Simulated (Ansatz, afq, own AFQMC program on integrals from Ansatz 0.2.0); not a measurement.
# Where AFQMC and coupled cluster stand for BNH, quartet

```yaml
atoms:
  - { symbol: B, position_ang: [0.0000, -0.1649, 0.6879] }
  - { symbol: N, position_ang: [0.0000, 0.0778, -0.6275] }
  - { symbol: H, position_ang: [0.0000, 0.6869, 1.3407] }
```

Connectivity, by distances: BH–N.

Basis cc-pVDZ. Noble-gas cores (and the filled d shells of Ga–Kr and In–Xe) are frozen. Ansatz 0.2.0 and our own AFQMC program on the same integrals; the CISD trial comes from CCSD amplitudes, and released means the phaseless constraint is let go. Free AFQMC starts from the CCSD state and is never constrained. Its projection time is finite, and what remains of the start isn't in its error. ± is one standard error of the sampling.

Determinant: UHF, the one that the program's search chose, which needn't be the lowest solution. The geometry is a point of a scan.

No full CI on the walks' own integrals is used here; CCSDT(Q) serves as the reference and is uncertain by about the last step of the cluster series.

Cautions: lower spins were not checked; the released energies move by 1.5 errors or more from one time to the next, so no released level is given (meV from the phaseless value at times in 1/Eh: -18 ± 9 at 0.24, -18 ± 8 at 0.51, -18 ± 6 at 0.99, -28 ± 8 at 1.62, -2 ± 9 at 2.40).

The T1 diagnostic is 0.0212 and the weight of the determinant in the CISD state is 0.924. The ⟨S²⟩ of the determinant is 3.758 and the size of the correlated space is 9 electrons in 31 orbitals.

| level | correlation energy (eV) |
| --- | --- |
| MP2 | -3.9900 |
| CCSD | -4.7909 |
| CCSD(T) | -4.8834 |

Estimate where free-projection AFQMC lies against CCSD(T) on the same integrals.

0.87 ± 0.36 mEh below CCSD(T).

Reference: CCSDT(Q), correlation energy -4.909 eV.

| level | E − E(reference) (mEh) | share of correlation (%) |
| --- | --- | --- |
| CCSD(T) | 0.95 | 99.48 |
| CCSDT | 0.18 | 99.90 |
| ph-AFQMC/HF | 2.61 ± 1.22 | 98.55 |
| ph-AFQMC/CISD | 0.91 ± 0.20 | 99.50 |
| free AFQMC | 0.07 ± 0.36 | 99.96 |

Free projections are given only where their last times agree within the noise and don't stop above the reference; a slow remainder of the start can still hide under it. A walk keeps the symmetry of its determinant, which the program's search chose and which needn't be the lowest solution, so a lower state of the same spin and another symmetry isn't excluded.
